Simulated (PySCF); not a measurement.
Stepwise substitution at one centre (Al F-Cl). Isolated molecules, 0 K electronic values unless said otherwise. Strings in code marks are SMILES.

The T1 excitation (TDA) from two functionals at the same geometries (ωB97X-D3(BJ)/def2-TZVP), both in PySCF: PBE-D3(BJ)/def2-TZVP and ωB97X-D3(BJ)/def2-TZVP. Excitations are Tamm–Dancoff values on a coarser integration grid. The basis has no diffuse functions, so Rydberg states are missing or too high.

| species | PBE-D3(BJ)/def2-TZVP (eV) | ωB97X-D3(BJ)/def2-TZVP (eV) |
|---|---|---|
| 0 of 3 F replaced by Cl (`[F][Al]([F])[F]`) | 7.07 | 8.54 |
| 1 of 3 F replaced by Cl (`[F][Al]([F])[Cl]`) | 6.05 | 7.33 |
| 2 of 3 F replaced by Cl | 5.88 | 7.16 |
| 3 of 3 F replaced by Cl (`[Cl][Al]([Cl])[Cl]`) | 5.74 | 7.05 |

Over these rows, drawn at random from the members with no instability flagged (it was tested for open shells, ions and some series alone), PBE minus ωB97X-D3(BJ): mean -1.33 eV, from -1.47 eV to -1.27 eV.
